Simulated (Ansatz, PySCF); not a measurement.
System: C2H5, net charge 0, doublet state. It need not be the lowest isomer of its formula. 
Geometry from a B3LYP-D3(BJ)/def2-TZVP (Ansatz, a first-principles code) optimisation:
SMILES: C[CH2]
```xyz
7

C     -0.0207    -0.6912     0.0019
C      0.0032     0.7917    -0.0023
H      0.9947    -1.1171     0.0074
H     -0.5251    -1.0873     0.8864
H     -0.5178    -1.0924    -0.8844
H      0.0727     1.3495     0.9213
H      0.0803     1.3441    -0.9285
```
Charge 0, spin multiplicity 2.

Quantity: atomisation energy (electronic, to ground-state atoms), in kcal/mol. Correlated levels leave the core frozen unless marked. UHF or UKS for open shells. Spin-orbit coupling is left out. Non-relativistic. The coupled-cluster limit lacks core correlation, which all-electron functionals hold. CBS(X,Y): correlation extrapolated as X^-3; Hartree-Fock from the larger set. [CCSD(T)-MP2]/basis is that difference in the basis named.

```
level                                                                 program  atomisation energy (kcal/mol)
-------------------------------------------------------------  --------------  -----------------------------
PBE0-D4/def2-TZVP                                              Ansatz + dftd4                          607.6
PBE0/def2-TZVP                                                         Ansatz                          606.5
PW6B95-D3(BJ)/def2-TZVPD                                        PySCF + dftd3                          604.5
B2GP-PLYP-D4/def2-TZVPD                                        Ansatz + dftd4                              ?
RI-MP2/CBS(aug-cc-pVTZ,aug-cc-pVQZ)+[CCSD(T)-MP2]/aug-cc-pVTZ          Ansatz                              ?
```

Task: What belongs in the gaps?

Result: 
- B2GP-PLYP-D4/def2-TZVPD, atomisation energy (kcal/mol): 596.4
- RI-MP2/CBS(aug-cc-pVTZ,aug-cc-pVQZ)+[CCSD(T)-MP2]/aug-cc-pVTZ, atomisation energy (kcal/mol): 603.2
